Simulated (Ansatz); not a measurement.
Relaxation of H7N2Si (10 atoms, charge 0, multiplicity 2), to a largest force component of 0.03 eV/Å in at most 50 steps.

These are results of UHF/def2-SVP (Ansatz 0.2.0), not measurements.

```xyz
10
Properties=species:S:1:pos:R:3
Si -0.404 0.084 -0.052
H 0.203 -0.121 2.543
H 1.078 0.192 0.094
N -0.864 1.384 -1.092
H -1.825 1.547 -1.325
H -0.333 2.233 -1.116
N -1.026 -1.367 -0.740
H -1.154 -2.205 -0.210
H -0.964 -1.545 -1.725
H 0.522 -0.202 3.175
```

**Question.** Where does it end, and by what steps?

**Answer.** The run converged. The force dipped under the threshold on the way, but the program's further checks kept it going. After 18 steps the energy has fallen by 0.162 eV; H10 moved furthest, 1.12 Å.

```
step  energy less start (eV)  largest force component (eV/Å)  accepted
   0                  0.0000                           1.445       yes
   1                 -0.0932                           0.220       yes
   2                 -0.1277                           0.068       yes
   3                 -0.1440                           0.240       yes
   4                 -0.1519                           0.145       yes
   5                 -0.1554                           0.081       yes
   6                 -0.1570                           0.060       yes
   7                 -0.1578                           0.024       yes
   8                 -0.1583                           0.018       yes
   9                 -0.1587                           0.047       yes
  10                 -0.1589                           0.076       yes
  11                 -0.1592                           0.080       yes
  12                 -0.1595                           0.125       yes
  13                 -0.1601                           0.082       yes
  14                 -0.1607                           0.028       yes
  15                 -0.1614                           0.063       yes
  16                 -0.1601                           0.261        no
  17                 -0.1411                           0.481        no
  18                 -0.1617                           0.007       yes
```

```xyz
10
Properties=species:S:1:pos:R:3
Si -0.279 0.080 -0.401
H 0.390 -0.164 3.586
H 1.196 0.177 -0.612
N -0.945 1.405 -1.280
H -1.934 1.561 -1.312
H -0.432 2.256 -1.400
N -1.055 -1.349 -0.965
H -1.105 -2.185 -0.418
H -1.212 -1.521 -1.940
H 0.610 -0.261 4.293
```

Run time: 11 s on 2 threads of Arm Neoverse V2 (shared host), peak memory 0.16 GiB.
